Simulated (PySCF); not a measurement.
Compound: C3H4F2O.
Atom-mapped SMILES: `[F:1][C:2]1([F:3])[CH2:4][O:5][CH2:6]1` (hydrogens: H7, H8 on C4; H9, H10 on C6)

Structure used (GFN2-xTB), in Å, numbered top down from 1:
```
atom  x, y, z in Å
F1    -0.4456    1.7098    0.6677
C2    -0.2675    0.6629   -0.1703
F3    -0.6866    1.0917   -1.3829
C4     1.1019   -0.0101   -0.1291
O5     0.4995   -1.2306    0.3089
C6    -0.8202   -0.6802    0.2999
H7     1.5886   -0.1081   -1.1015
H8     1.7897    0.4074    0.6089
H9    -1.2740   -0.6610    1.2929
H10   -1.4768   -1.1773   -0.4170
```

The closed-shell SCF was solved with PySCF and density fitting under several settings on one GFN2-xTB geometry (grid level 2 and gas phase unless stated).

```csv
settings,basis functions,SCF cycles,E (Eh),HOMO (eV),LUMO (eV),dipole (D)
"OLYP/pcSseg-1, grid level 4, fitting basis def2-qzvpp-jkfit",122,10,-391.4425,-6.13,0.50,0.23
"revPBE/STO-3G, energy threshold 1e-06 Eh",34,7,-386.1355,-2.31,5.31,0.52
```

Estimate the row for these settings: BP86/aug-cc-pVDZ.

```tsv
settings	basis functions	SCF cycles	E (Eh)	HOMO (eV)	LUMO (eV)	dipole (D)
BP86/aug-cc-pVDZ	174	15	-391.6405	-6.50	-0.41	0.45
```

Over all rows, what range does the HOMO–LUMO gap span?

From 6.09 eV (BP86/aug-cc-pVDZ) to 7.62 eV (revPBE/STO-3G, energy threshold 1e-06 Eh). The functional of the narrowest has no exact exchange, that of the widest no exact exchange.

And the dipole moment?

From 0.23 D (OLYP/pcSseg-1, grid level 4, fitting basis def2-qzvpp-jkfit) to 0.52 D (revPBE/STO-3G, energy threshold 1e-06 Eh); the largest is 2.26 times the smallest, and the median is 0.45 D.

Whole jobs, the steps after the SCF included, on one thread, Arm Neoverse V2 (aarch64), on a shared host:

```
                                                   settings                                               work after the SCF  wall time  peak memory
OLYP/pcSseg-1, grid level 4, fitting basis def2-qzvpp-jkfit  shieldings, ring-centre shieldings, charges and field gradients       17 s     0.49 GiB
                   revPBE/STO-3G, energy threshold 1e-06 Eh      12 singlets by TDA, 5 Tamm–Dancoff triplets, polarisability      2.3 s     0.35 GiB
                                           BP86/aug-cc-pVDZ                                3 singlets by TDA, polarisability       15 s     0.48 GiB
```

Cycle counts include a coarse-grid stage where the run had one.
